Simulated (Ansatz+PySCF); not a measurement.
## doublet C₂H₃N₂: levels of theory in one basis

```yaml
atoms:
  - { symbol: H, position_ang: [-2.4534, -0.0153, 0.2394] }
  - { symbol: N, position_ang: [-1.5525, -0.3462, -0.0702] }
  - { symbol: C, position_ang: [-0.4963, 0.5377, 0.0137] }
  - { symbol: C, position_ang: [0.8227, 0.1101, 0.0011] }
  - { symbol: N, position_ang: [1.9141, -0.2442, 0.0038] }
  - { symbol: H, position_ang: [-1.3677, -1.3148, 0.1449] }
  - { symbol: H, position_ang: [-0.7229, 1.5935, -0.0087] }
```

Basis set: cc-pVTZ (spherical functions). Left uncorrelated: 4 orbitals. Correlation on ROHF uses semicanonical orbitals with singles. Charge 0, multiplicity 2.

Computed with Ansatz (development build ahead of 0.2.0) and PySCF 2.14.0; each method stands on the lowest determinant of its kind that the runs found.

| method | E − E(ROHF) (eV) | <S²> of the determinant |
| --- | --- | --- |
| ROHF | 0.00 | 0.75 |
| UHF | -0.31 | 0.87 |
| UHF-MP2 | -18.70 | 0.87 |

What does ROHF-MP2 give on the same scale?

-19.04 eV.

Is a single determinant a sound starting point here?

Only with care. Unrestricted orbitals gain 0.31 eV and <S²> is 0.87 against 0.75 for a pure state, a contamination that matters most for the unrestricted series.

Caution for UHF, UHF-MP2: the unrestricted determinant is spin contaminated. Caution for ROHF-MP2, UHF-MP2: forces differ strongly between restricted and unrestricted references.
